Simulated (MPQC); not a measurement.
**One shape, several levels: AlHCl2 (SMILES [Cl][AlH][Cl])**

Aim: a comparison of 6 runs (HF/STO-3G, HF/3-21G, HF/6-31G, HF/def2-SVP, HF/cc-pVTZ, PBE0/def2-SVP) of AlHCl2. 

The results are computed with MPQC 2.3.1.

1 further run of the same task is left out (set aside as unsound or not needed).

### 1 The structure to begin with

AlHCl2 has 4 atoms, charge 0, and is taken as a singlet. SMILES: `[Cl][AlH][Cl]`. Geometry: a GFN2-xTB relaxation, a rough one for these elements and not checked as a minimum.

Bond lengths: Cl1–Al2 2.023 Å, Al2–Cl3 2.023 Å, Al2–H4 1.522 Å. Angles: Cl1–Al2–Cl3 124.1°, Cl1–Al2–H4 117.9°, Cl3–Al2–H4 118.0°.

### 2 Energy and gradient at HF/STO-3G (run 1)

Contents of run.in:

```
% emacs should use -*- KeyVal -*- mode
molecule<Molecule>: (
   symmetry = c1
   unit = angstrom
   { atoms geometry } = {
      Cl [ -1.235530     0.698500     1.381720 ]
      Al [ 0.074290     0.053700    -0.018640 ]
      Cl [ -0.121060    -1.680270    -1.042320 ]
      H  [ 1.282300     0.928070    -0.320760 ]
   }
)
basis<GaussianBasisSet>: (
   name = "STO-3G"
   molecule = $:molecule
   basisdir = "."
   puream = yes
)
mpqc: (
   checkpoint = no
   savestate = no
   restart = no
   do_energy = yes
   do_gradient = yes
   optimize = no
   mole<CLHF>: (
      molecule = $:molecule
      basis = $:basis
      total_charge = 0
      memory = 1000000000
      print_evals = yes
      print_npa = yes
      maxiter = 120
      value_accuracy = 1e-08
      guess_wavefunction<CLHF>: (
         molecule = $:molecule
         total_charge = 0
         memory = 1000000000
         value_accuracy = 1e-3
         basis<GaussianBasisSet>: (
            name = "STO-3G"
            molecule = $:molecule
         )
      )
   )
)
```

The basis set STO-3G is read from a file made from the Basis Set Exchange's data (not shown).

On the command line:

```bash
$ mpqc run.in > run.out
```

Log:

```text
MPQC: Massively Parallel Quantum Chemistry
[...]
  LUMO is    25   A =   0.260143
  total scf energy = -1148.9335127129
[...]
Value of the MolecularEnergy: -1148.9335127129
  Gradient of the MolecularEnergy:
      1    0.0156691305
      2   -0.0016942821
      3   -0.0126979429
      4   -0.0440843388
      5   -0.0318819561
      6    0.0110425033
      7    0.0065329839
      8    0.0177224795
      9    0.0071172945
     10    0.0218822244
     11    0.0158537587
     12   -0.0054618549
[...]
      symmetry = c1
[...]
```

It took 0.54 s on 1 thread of Arm Neoverse N1, shared host; peak memory 0.33 GiB.

### 3 Energy and gradient at HF/3-21G (run 2)

Contents of input.in:

```
% emacs should use -*- KeyVal -*- mode
molecule<Molecule>: (
    symmetry = c1
    unit = angstrom
    { atoms geometry } = {
        Cl [ -1.235530     0.698500     1.381720 ]
        Al [ 0.074290     0.053700    -0.018640 ]
        Cl [ -0.121060    -1.680270    -1.042320 ]
        H  [ 1.282300     0.928070    -0.320760 ]
    }
)
basis<GaussianBasisSet>: (
    name = "3-21G"
    molecule = $:molecule
    basisdir = "."
    puream = yes
)
mpqc: (
    checkpoint = no
    savestate = no
    restart = no
    do_energy = yes
    do_gradient = yes
    optimize = no
    mole<CLHF>: (
        molecule = $:molecule
        basis = $:basis
        total_charge = 0
        memory = 1000000000
        print_evals = yes
        print_npa = yes
        maxiter = 120
        value_accuracy = 1e-08
        guess_wavefunction<CLHF>: (
            molecule = $:molecule
            total_charge = 0
            memory = 1000000000
            value_accuracy = 1e-3
            basis<GaussianBasisSet>: (
                name = "STO-2G"
                molecule = $:molecule
            )
        )
    )
)
```

The basis set 3-21G is read from a file made from the Basis Set Exchange's data (not shown).

On the command line:

```bash
$ mpqc input.in > input.out
```

Log:

```text
MPQC: Massively Parallel Quantum Chemistry
[...]
  LUMO is    25   A =   0.037044
  total scf energy = -1155.8806221386
[...]
Value of the MolecularEnergy: -1155.8806221386
  Gradient of the MolecularEnergy:
      1    0.0439339325
      2   -0.0181562589
      3   -0.0446323911
      4   -0.0395130323
      5   -0.0285630396
      6    0.0099072225
      7    0.0089676320
      8    0.0563977505
      9    0.0313679099
     10   -0.0133885322
     11   -0.0096784519
     12    0.0033572588
[...]
      symmetry = c1
[...]
```

Run time: 1.4 s. Hardware: 1 thread of Arm Neoverse N1, shared host; peak memory 0.33 GiB.

Run 3 isn't shown in full; the table further down has it.

### 4 Energy and forces at HF/def2-SVP (run 4)

Contents of job.in:

```
% emacs should use -*- KeyVal -*- mode
molecule<Molecule>: (
  symmetry = c1
  unit = angstrom
  { atoms geometry } = {
    Cl [ -1.235530     0.698500     1.381720 ]
    Al [ 0.074290     0.053700    -0.018640 ]
    Cl [ -0.121060    -1.680270    -1.042320 ]
    H  [ 1.282300     0.928070    -0.320760 ]
  }
)
basis<GaussianBasisSet>: (
  name = "def2-SVP"
  molecule = $:molecule
  basisdir = "."
  puream = yes
)
mpqc: (
  checkpoint = no
  savestate = no
  restart = no
  do_energy = yes
  do_gradient = yes
  optimize = no
  mole<CLHF>: (
    molecule = $:molecule
    basis = $:basis
    total_charge = 0
    memory = 1000000000
    print_evals = yes
    print_npa = yes
    maxiter = 120
    value_accuracy = 1e-08
    guess_wavefunction<CLHF>: (
      molecule = $:molecule
      total_charge = 0
      memory = 1000000000
      value_accuracy = 1e-3
      basis<GaussianBasisSet>: (
        name = "MINI (Huzinaga)"
        molecule = $:molecule
      )
    )
  )
)
```

The basis set def2-SVP is read from a file made from the Basis Set Exchange's data (not shown).

On the command line:

```bash
$ mpqc -o job.out job.in
```

Log:

```text
MPQC: Massively Parallel Quantum Chemistry
[...]
  LUMO is    25   A =   0.065705
  total scf energy = -1161.2746514711
[...]
Value of the MolecularEnergy: -1161.2746514711
  Gradient of the MolecularEnergy:
      1    0.0213744307
      2   -0.0064791752
      3   -0.0201285972
      4   -0.0173275161
      5   -0.0125170870
      6    0.0043495991
      7    0.0060027729
      8    0.0262568183
      9    0.0132559258
     10   -0.0100496875
     11   -0.0072605561
     12    0.0025230723
[...]
      symmetry = c1
[...]
```

Wall time 4.8 s (1 thread of Arm Neoverse N1, shared host).

Run 5 isn't shown in full; the table further down has it.

### 5 Energy and gradient at PBE0/def2-SVP (run 6)

Contents of mol.in:

```
molecule<Molecule>: (
  symmetry = c1
  unit = angstrom
  { atoms geometry } = {
    Cl [ -1.235530       0.698500       1.381720 ]
    Al [ 0.074290       0.053700      -0.018640 ]
    Cl [ -0.121060      -1.680270      -1.042320 ]
    H  [ 1.282300       0.928070      -0.320760 ]
  }
)
basis<GaussianBasisSet>: (
  name = "def2-SVP"
  molecule = $:molecule
  basisdir = "."
  puream = yes
)
mpqc: (
  checkpoint = no
  savestate = no
  restart = no
  do_energy = yes
  do_gradient = yes
  optimize = no
  mole<CLKS>: (
    molecule = $:molecule
    basis = $:basis
    total_charge = 0
    memory = 1000000000
    print_evals = yes
    print_npa = yes
    maxiter = 120
    value_accuracy = 1e-08
    functional<SumDenFunctional>: (
      a0 = 0.25
      coefs = [ 0.75 1 ]
      funcs: [ <PBEXFunctional>: () <PBECFunctional>: () ]
    )
    integrator<RadialAngularIntegrator>: ( grid = xfine )
    guess_wavefunction<CLHF>: (
      molecule = $:molecule
      total_charge = 0
      memory = 1000000000
      value_accuracy = 1e-3
      basis<GaussianBasisSet>: (
        name = "STO-3G"
        molecule = $:molecule
      )
    )
  )
)
```

The basis set def2-SVP is read from a file made from the Basis Set Exchange's data (not shown).

On the command line:

```bash
$ mpqc -o mol.out mol.in
```

Log:

```text
MPQC: Massively Parallel Quantum Chemistry
[...]
  Integrated electron density error = -0.000238299881
  iter     1 energy = -1162.3738341550 delta = 2.24797e-01
  Integrated electron density error = 0.000016849919
  iter     2 energy = -1162.6944871792 delta = 3.89727e-02
[...]
  Integrated electron density error = 0.000000490343
  iter    10 energy = -1162.7745901754 delta = 4.87878e-07
  Integrated electron density error = 0.000000490367
  iter    11 energy = -1162.7745901750 delta = 1.27841e-07
  Integrated electron density error = 0.000000490367
  iter    12 energy = -1162.7745901750 delta = 1.94145e-08
[...]
  LUMO is    25   A =  -0.040145
  total scf energy = -1162.7745901750
[...]
  Integrated electron density error = 0.000000484216
  Total Gradient:
[...]
Value of the MolecularEnergy: -1162.7745901750
  Gradient of the MolecularEnergy:
      1    0.0199698073
      2   -0.0060479559
      3   -0.0187712770
      4   -0.0134130718
      5   -0.0096583308
      6    0.0033430949
      7    0.0056238055
      8    0.0245109606
      9    0.0123736106
     10   -0.0121805410
     11   -0.0088046739
     12    0.0030545715
[...]
        symmetry = c1
[...]
```

Wall time 29 s (1 thread of Arm Neoverse N1, shared host).

### 6 Overview of the runs

| run | level | starting guess | integration grid | energy (Eh) | HOMO energy (eV) | LUMO energy (eV) | HOMO–LUMO gap (eV) | wall time |
| --- | --- | --- | --- | --- | --- | --- | --- | --- |
| 1 | HF/STO-3G | STO-3G | – | -1148.933513 | -10.33 | 7.08 | 17.40 | 0.54 s |
| 2 | HF/3-21G | STO-2G | – | -1155.880622 | -12.59 | 1.01 | 13.60 | 1.4 s |
| 3 | HF/6-31G | STO-3G | – | -1161.499649 | -12.58 | 0.90 | 13.48 | 4.2 s |
| 4 | HF/def2-SVP | MINI (Huzinaga) | – | -1161.274651 | -12.38 | 1.79 | 14.17 | 4.8 s |
| 5 | HF/cc-pVTZ | huckel STO-3G | – | -1161.694052 | -12.44 | 1.54 | 13.98 | 3 min |
| 6 | PBE0/def2-SVP | STO-3G | xfine | -1162.774590 | -9.11 | -1.09 | 8.01 | 29 s |

### 7 Results

| quantity | value |
| --- | --- |
| run 6: total energy | -1162.77459 Eh |
| run 6: HOMO energy | -9.11 eV |
| run 6: LUMO energy | -1.09 eV |
| run 6: HOMO–LUMO gap | 8.01 eV |
| run 6: largest force on an atom | 1.443 eV/Å |

What this shows: The HOMO–LUMO gap runs from 8.01 eV (PBE0/def2-SVP) to 17.40 eV (HF/STO-3G). The two ends differ in method and basis. In run 1 the basis is minimal, so the values are rough. All runs together took 3.7 min, the longest 3 min.
